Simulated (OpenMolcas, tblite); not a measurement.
## How methods differ on Si2H5Cl (SMILES [SiH3][SiH2]Cl)

The species is Si2H5Cl (8 atoms), meant as a singlet with charge 0. SMILES: `[SiH3][SiH2]Cl`. The coordinates come from a PBE0-D4/def2-TZVP relaxation.

Quantity: the dipole moment, in D. The values are calculated.

```
         level            kind     program  value (D)   CPU time
     IPEA1-xTB  semi-empirical      tblite       1.81  under 2 s
    HF/cc-pVDZ    Hartree–Fock  OpenMolcas       1.72       15 s
 SVWN5/cc-pVDZ             LDA  OpenMolcas       1.39       39 s
   PBE/cc-pVDZ             GGA  OpenMolcas       1.36       51 s
r2SCAN/cc-pVDZ        meta-GGA  OpenMolcas       1.47       58 s
 BHLYP/cc-pVDZ   global hybrid  OpenMolcas       1.59       52 s
```

The values span 1.36 to 1.81 D. Magnitudes only. Times are those of the runs behind each value, whatever else they computed, on shared processors of several kinds: orders of magnitude only.
